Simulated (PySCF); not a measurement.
PySCF input (M06-2X/6-31G* (5d)):

```python
from pyscf import gto, dft

mol = gto.M(
    atom='''
    C    -0.00210137    1.08174360    0.12090538
    C     0.00074144   -1.08083876    0.12875855
    C    -1.08060230   -0.00189518   -0.13071652
    C     1.08196223    0.00099034   -0.11894741
    H     0.00026723    1.95675874   -0.52885732
    H    -0.00819803    1.41962592    1.15832029
    H     0.00541670   -1.96054058   -0.51463211
    H    -0.00447679   -1.41119264    1.16860008
    H    -1.96147548   -0.00072250    0.51108544
    H    -1.40906020   -0.00610522   -1.17116306
    H     1.95579155    0.00450434    0.53240399
    H     1.42173502   -0.00232806   -1.15575731
    ''',
    basis='6-31g*',
    charge=1,
    spin=1,
    verbose=4,
)

mf = dft.UKS(mol, xc='m062x')
mf.grids.level = 4
mf.conv_tol = 1e-9
mf.max_cycle = 100
mf.max_memory = 1500
mf.kernel()
if not mf.converged:
    mf = mf.newton()
    mf.kernel(mf.make_rdm1())
mo, _, stable, _ = mf.stability(return_status=True)
if not stable:
    mf.kernel(mf.make_rdm1(mo, mf.mo_occ))
    stable = mf.stability(return_status=True)[2]
mf.dip_moment()
```

Output:

```
PySCF version 2.14.0

[INPUT] verbose = 4
[INPUT] num. atoms = 12
[INPUT] num. electrons = 31
[INPUT] charge = 1
[INPUT] spin (= nelec alpha-beta = 2S) = 1
[INPUT] symmetry False subgroup None
[INPUT] Mole.unit = angstrom
[INPUT] Symbol           X                Y                Z      unit          X                Y                Z       unit  Magmom
[INPUT]  1 C     -0.002101370000   1.081743600000   0.120905380000 AA   -0.003971013786   2.044199141001   0.228478055186 Bohr   0.0
[INPUT]  2 C      0.000741440000  -1.080838760000   0.128758550000 AA    0.001401118538  -2.042489241215   0.243318395696 Bohr   0.0
[INPUT]  3 C     -1.080602300000  -0.001895180000  -0.130716520000 AA   -2.042042396575  -0.003581371157  -0.247018422756 Bohr   0.0
[INPUT]  4 C      1.081962230000   0.000990340000  -0.118947410000 AA    2.044612291824   0.001871471370  -0.224778028126 Bohr   0.0
[INPUT]  5 H      0.000267230000   1.956758740000  -0.528857320000 AA    0.000504991512   3.697738110449  -0.999395493771 Bohr   0.0
[INPUT]  6 H     -0.008198030000   1.419625920000   1.158320290000 AA   -0.015492031461   2.682704188134   2.188908112627 Bohr   0.0
[INPUT]  7 H      0.005416700000  -1.960540580000  -0.514632110000 AA    0.010236079499  -3.704884752296  -0.972513742807 Bohr   0.0
[INPUT]  8 H     -0.004476790000  -1.411192640000   1.168600080000 AA   -0.008459907017  -2.666767598602   2.208334100345 Bohr   0.0
[INPUT]  9 H     -1.961475480000  -0.000722500000   0.511085440000 AA   -3.706651457250  -0.001365327125   0.965811507853 Bohr   0.0
[INPUT] 10 H     -1.409060200000  -0.006105220000  -1.171163060000 AA   -2.662737871025  -0.011537193730  -2.213177430608 Bohr   0.0
[INPUT] 11 H      1.955791550000   0.004504340000   0.532403990000 AA    3.695910386239   0.008511968972   1.006097728726 Bohr   0.0
[INPUT] 12 H      1.421735020000  -0.002328060000  -1.155757310000 AA    2.686689809503  -0.004399395802  -2.184064782364 Bohr   0.0

nuclear repulsion = 127.106118205238
number of shells = 40
number of NR pGTOs = 140
number of NR cGTOs = 72
basis = 6-31g*
ecp = {}

******** <class 'pyscf.dft.uks.UKS'> ********
method = UKS
initial guess = minao
damping factor = 0
level_shift factor = 0
DIIS = <class 'pyscf.scf.diis.CDIIS'>
diis_start_cycle = 1
diis_space = 8
diis_damp = 0
SCF conv_tol = 1e-09
SCF conv_tol_grad = None
SCF max_cycles = 100
direct_scf = True
direct_scf_tol = 1e-13
number electrons alpha = 16  beta = 15
XC library pyscf.dft.libxc version 7.1.2
    S. Lehtola, C. Steigemann, M. J. T. Oliveira, and M. A. L. Marques,  SoftwareX 7, 1–5 (2018)
XC functionals = m062x
    Y. Zhao and D. G. Truhlar,  Theor. Chem. Acc. 120, 215 (2008)
    Y. Zhao and D. G. Truhlar,  Theor. Chem. Acc. 120, 215 (2008)
radial grids:
    Treutler-Ahlrichs [JCP 102, 346 (1995); DOI:10.1063/1.469408] (M4) radial grids

becke partition: Becke, JCP 88, 2547 (1988); DOI:10.1063/1.454033
pruning grids: <function nwchem_prune>
grids dens level: 4
symmetrized grids: False
atomic radii adjust function: <function treutler_atomic_radii_adjust>
small_rho_cutoff = 0
Set gradient conv threshold to 3.16228e-05
[...]
diis_space = 8
diis_damp = 0
SCF conv_tol = 1e-09
SCF conv_tol_grad = None
SCF max_cycles = 100
direct_scf = True
direct_scf_tol = 1e-13
number electrons alpha = 16  beta = 15
XC library pyscf.dft.libxc version 7.1.2
    S. Lehtola, C. Steigemann, M. J. T. Oliveira, and M. A. L. Marques,  SoftwareX 7, 1–5 (2018)
XC functionals = m062x
    Y. Zhao and D. G. Truhlar,  Theor. Chem. Acc. 120, 215 (2008)
    Y. Zhao and D. G. Truhlar,  Theor. Chem. Acc. 120, 215 (2008)
radial grids:
    Treutler-Ahlrichs [JCP 102, 346 (1995); DOI:10.1063/1.469408] (M4) radial grids

becke partition: Becke, JCP 88, 2547 (1988); DOI:10.1063/1.454033
pruning grids: <function nwchem_prune>
grids dens level: 4
symmetrized grids: False
atomic radii adjust function: <function treutler_atomic_radii_adjust>
small_rho_cutoff = 0
Set gradient conv threshold to 3.16228e-05
init E= -156.717699751025
  alpha nocc = 16  HOMO = -0.615797443160986  LUMO = -0.0675241942054787
  beta  nocc = 15  HOMO = -0.607812295431195  LUMO = -0.443132270131861
  HOMO = -0.607812295431  LUMO = -0.443132270132  gap/eV = 4.48117
cycle= 1 E= -156.721740928795  delta_E= -0.00404  |g|= 0.0497  |ddm|= 0.132
  alpha nocc = 16  HOMO = -0.613064477050462  LUMO = -0.0687211715325957
  beta  nocc = 15  HOMO = -0.601870385445123  LUMO = -0.444233003617696
  HOMO = -0.601870385445  LUMO = -0.444233003618  gap/eV = 4.28953
cycle= 2 E= -156.722191820249  delta_E= -0.000451  |g|= 0.0397  |ddm|= 0.067
  alpha nocc = 16  HOMO = -0.615216593152039  LUMO = -0.0689710656203006
  beta  nocc = 15  HOMO = -0.606317732190225  LUMO = -0.444998676426486
  HOMO = -0.60631773219  LUMO = -0.444998676426  gap/eV = 4.38972
cycle= 3 E= -156.722967500524  delta_E= -0.000776  |g|= 0.00406  |ddm|= 0.0314
  alpha nocc = 16  HOMO = -0.614764289612363  LUMO = -0.0686012986832782
  beta  nocc = 15  HOMO = -0.605449541248425  LUMO = -0.444348021264751
  HOMO = -0.605449541248  LUMO = -0.444348021265  gap/eV = 4.38380
cycle= 4 E= -156.722986437372  delta_E= -1.89e-05  |g|= 0.00161  |ddm|= 0.00589
  alpha nocc = 16  HOMO = -0.614937667236007  LUMO = -0.0687197590360853
  beta  nocc = 15  HOMO = -0.605704867133832  LUMO = -0.444610703918408
  HOMO = -0.605704867134  LUMO = -0.444610703918  gap/eV = 4.38360
cycle= 5 E= -156.722999421252  delta_E= -1.3e-05  |g|= 0.0012  |ddm|= 0.0055
  alpha nocc = 16  HOMO = -0.614866363757186  LUMO = -0.068676885896239
  beta  nocc = 15  HOMO = -0.605596066803048  LUMO = -0.444451931381596
  HOMO = -0.605596066803  LUMO = -0.444451931382  gap/eV = 4.38496
cycle= 6 E= -156.723008110451  delta_E= -8.69e-06  |g|= 0.00108  |ddm|= 0.00391
  alpha nocc = 16  HOMO = -0.614888192852947  LUMO = -0.0687091061679741
  beta  nocc = 15  HOMO = -0.605687051656095  LUMO = -0.444376951128755
  HOMO = -0.605687051656  LUMO = -0.444376951129  gap/eV = 4.38947
cycle= 7 E= -156.723034141702  delta_E= -2.6e-05  |g|= 0.000991  |ddm|= 0.0125
  alpha nocc = 16  HOMO = -0.614887116457253  LUMO = -0.0687688957691286
  beta  nocc = 15  HOMO = -0.605888181521742  LUMO = -0.444071272152417
  HOMO = -0.605888181522  LUMO = -0.444071272152  gap/eV = 4.40326
cycle= 8 E= -156.723077107817  delta_E= -4.3e-05  |g|= 0.000851  |ddm|= 0.0238
  alpha nocc = 16  HOMO = -0.614881043839626  LUMO = -0.0688271105086233
  beta  nocc = 15  HOMO = -0.606237883114418  LUMO = -0.443606140416757
  HOMO = -0.606237883114  LUMO = -0.443606140417  gap/eV = 4.42544
cycle= 9 E= -156.723119036521  delta_E= -4.19e-05  |g|= 0.000681  |ddm|= 0.0301
  alpha nocc = 16  HOMO = -0.614880020407043  LUMO = -0.0688482503207193
  beta  nocc = 15  HOMO = -0.606158948169563  LUMO = -0.443664589042993
  HOMO = -0.60615894817  LUMO = -0.443664589043  gap/eV = 4.42170
cycle= 10 E= -156.723138685595  delta_E= -1.96e-05  |g|= 0.000494  |ddm|= 0.0198
  alpha nocc = 16  HOMO = -0.614865839336217  LUMO = -0.0688804900119147
  beta  nocc = 15  HOMO = -0.605996831432013  LUMO = -0.443781373532552
  HOMO = -0.605996831432  LUMO = -0.443781373533  gap/eV = 4.41411
cycle= 11 E= -156.72315338498  delta_E= -1.47e-05  |g|= 0.000268  |ddm|= 0.0239
  alpha nocc = 16  HOMO = -0.614853606522147  LUMO = -0.0689013113154586
  beta  nocc = 15  HOMO = -0.606181110384061  LUMO = -0.443558223834206
  HOMO = -0.606181110384  LUMO = -0.443558223834  gap/eV = 4.42519
cycle= 12 E= -156.723157574769  delta_E= -4.19e-06  |g|= 0.000299  |ddm|= 0.0204
  alpha nocc = 16  HOMO = -0.614856661696391  LUMO = -0.0688824054659531
  beta  nocc = 15  HOMO = -0.605805964208624  LUMO = -0.44396834982021
  HOMO = -0.605805964209  LUMO = -0.44396834982  gap/eV = 4.40383
cycle= 13 E= -156.723157617337  delta_E= -4.26e-08  |g|= 5.36e-05  |ddm|= 0.00127
  alpha nocc = 16  HOMO = -0.614857218407724  LUMO = -0.0688897614449075
  beta  nocc = 15  HOMO = -0.605929679047573  LUMO = -0.443839868740744
  HOMO = -0.605929679048  LUMO = -0.443839868741  gap/eV = 4.41069
cycle= 14 E= -156.72315766198  delta_E= -4.46e-08  |g|= 5.19e-05  |ddm|= 0.00221
  alpha nocc = 16  HOMO = -0.614856333872341  LUMO = -0.0688857521118513
  beta  nocc = 15  HOMO = -0.605870080674921  LUMO = -0.443899986833701
  HOMO = -0.605870080675  LUMO = -0.443899986834  gap/eV = 4.40743
cycle= 15 E= -156.723157664386  delta_E= -2.41e-09  |g|= 9.92e-06  |ddm|= 0.000106
  alpha nocc = 16  HOMO = -0.614857319227105  LUMO = -0.0688859671111213
  beta  nocc = 15  HOMO = -0.605865010672523  LUMO = -0.443908325616359
  HOMO = -0.605865010673  LUMO = -0.443908325616  gap/eV = 4.40707
cycle= 16 E= -156.723157664482  delta_E= -9.62e-11  |g|= 5.09e-06  |ddm|= 1.58e-05
  alpha nocc = 16  HOMO = -0.614856835550952  LUMO = -0.0688852889885241
  beta  nocc = 15  HOMO = -0.605859549699027  LUMO = -0.443912280560564
  HOMO = -0.605859549699  LUMO = -0.443912280561  gap/eV = 4.40681
Extra cycle  E= -156.723157664504  delta_E= -2.23e-11  |g|= 4.08e-06  |ddm|= 9.81e-06
converged SCF energy = -156.723157664504  <S^2> = 0.75215323  2S+1 = 2.0021521
uhf_internal: lowest eigs of H = [0.01338292 0.03367198 0.10673203]
<class 'pyscf.dft.uks.UKS'> wavefunction is stable in the internal stability analysis

WARN: System has nonzero charge 1; the dipole moment is origin-dependent.
Location of origin: [0. 0. 0.]

Dipole moment(X, Y, Z, Debye):  0.00046, -0.00029, -0.08418
```

The dipole moment of an ion depends on the origin.
